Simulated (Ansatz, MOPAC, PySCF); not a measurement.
Noncovalent pair: C2H2 (SMILES C#C) (first 4 atoms) with C2H2 (SMILES C#C); geometry from S66by8 set.
(charge 0, multiplicity 1):
```xyz
8

C     -0.59913    -0.07436    -2.19272
H     -1.66114    -0.07431    -2.19865
C      0.61271    -0.07445    -2.18950
H      1.67473    -0.07458    -2.18969
C     -0.00482     0.05528     1.58571
H     -0.00143     0.02154     0.52241
C     -0.00876     0.09357     2.79717
H     -0.01203     0.12694     3.85808
```

Counterpoise-corrected where a basis set is named; no monomer relaxation.

The state that AM1 reach isn't checked.

Run with Ansatz (a program for electronic structure) with Gaussian orbitals; MOPAC for AM1 (differences of heats of formation); PySCF for the dispersion terms. Each number belongs to the level named beside it.

Q: One of these levels gives -2.31 kcal/mol for the interaction energy. Which?
(A) AM1
(B) PBE0/def2-TZVPPD
(C) B3LYP-D4/def2-TZVPPD
(D) SVWN5/def2-TZVPPD

A: D, SVWN5/def2-TZVPPD. The others give -0.37 (AM1), -1.55 (B3LYP-D4/def2-TZVPPD), -1.23 (PBE0/def2-TZVPPD)
